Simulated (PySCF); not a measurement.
Below is a simulated gas-phase Si 2p photoelectron spectrum of `[SiH3]N[SiH3]`.

Every computed line was given a Gaussian of 0.5 eV full width at half maximum and an area set by the number of equivalent atoms (split 2:1 within a doublet); the highest printed point is 100. The calculation used delta-SCF UKS SCAN, pcX-2 on the ionised atom, pcseg-1 elsewhere, spin-free X2C in PySCF.

(binding energy (eV), intensity): (106.3, 1), (106.4, 2), (106.5, 8), (106.6, 21), (106.7, 43), (106.8, 71), (106.9, 94), (107.0, 100), (107.1, 87), (107.2, 66), (107.3, 50), (107.4, 46), (107.5, 49), (107.6, 51), (107.7, 45), (107.8, 32), (107.9, 18), (108.0, 8), (108.1, 3), (108.2, 1), (108.3, 0)

Problem. How many maxima does the curve show, and how many computed lines lie under it?

Solution. The curve has 2 maxima (at 107.0 and 107.6 eV). Under it lie 2 lines from 1 inequivalent silicon site, drawn as a 2p3/2, 2p1/2 pair.

Problem. Decompose the envelope and assign each component. Numbering: `[SiH3:1][NH:2][SiH3:3]`.

Solution. 
```tsv
position (eV)	relative area	line	atoms	environment
106.98	1.33	Si 2p3/2	Si1/Si3	SiH3 silicon
107.60	0.67	Si 2p1/2	Si1/Si3	SiH3 silicon
```

Problem. What are the centre and the root-mean-square width of the whole band?

Solution. The area-weighted mean of the lines is 107.18 eV. Their own spread about it is 0.29 eV (rms) and each Gaussian has σ = 0.5/2.355 = 0.21 eV; the variances add, which gives 0.36 eV.

The curve has no shake-up lines and no vibrational structure. The first atom of each set that the bonding makes equivalent was ionised and stands for the set. For 2p shells one spin-free hole was relaxed; a mean-field spin–orbit operator and the ground-state splitting of the three 2p orbitals were then diagonalised within the shell. The shell's mean is (2 × 2p3/2 + 2p1/2)/3, and the degeneracies 2j + 1 give areas of 2:1. 2p1/2 minus 2p3/2 (ligand field included): Si 0.62 eV. Isolated species at its GFN2-xTB geometry, gas phase.
